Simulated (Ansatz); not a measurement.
## Lu (hcp): energy against volume

Method: Ansatz 0.2.0, DFT, PBE, plane waves (420 eV) with PAW, scalar-relativistic.

The cell is scaled uniformly from the relaxed one, with fractional coordinates and shape fixed. Energies are extrapolated to zero smearing, pressures are those at the given smearing. Magnetic state: spin not included.

A Birch-Murnaghan fit gives V₀ = 29.09 Å³/atom, B₀ = 46 GPa, B₀′ = 3.4.

Question: What are the energy above the minimum and the pressure at 25.671 Å³/atom?

Answer: 70.0 meV/atom and 7.30 GPa as computed.

Question: What are the energy above the minimum and the pressure at 31.505 Å³/atom?

Answer: 25.9 meV/atom and -3.08 GPa as computed.

Question: What are the energy above the minimum and the pressure at 32.672 Å³/atom?

Answer: 53.8 meV/atom and -4.27 GPa as computed.
